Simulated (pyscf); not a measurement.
Single points on ωB97X-D3(BJ)/def2-SVP structures (PySCF, gas phase). Correlated levels are frozen-core, on RHF or UHF. ΔMP2 is the change of the MP2 total energy from the triple- to the quadruple-zeta basis.

Problem. How much does it cost (ΔH, 298 K, CCSD(T)/def2-TZVPP + ΔMP2(QZVPP)) to split F–GeH₂–SiH₃ (SMILES [F][GeH2][SiH3]) at its F–Ge bond into F• + H₃Si–GeH₂•?

Solution. F–Ge to F• + H₃Si–GeH₂•: 123.1 kcal/mol. F–GeH₂–SiH₃ lies 16.3 kcal/mol over its isomer F–SiH₂–GeH₃ (electronic energy, ωB97M-D3(BJ)/def2-TZVP). Other isomers of H₃Si–GeH₂• were not searched in full and may lie lower. The CCSD(T) − MP2 part came from Ansatz, without density fitting, on the same reference. The frozen core leaves the outer d or s,p core shells of the metals and heavy elements correlated in the MP2 and CC values, and def2-TZVPP describes them poorly, which can shift differences by a few kcal/mol. Left out: the spin-orbit lowering of F. Elements up to Kr have no core potential and no relativistic terms here.
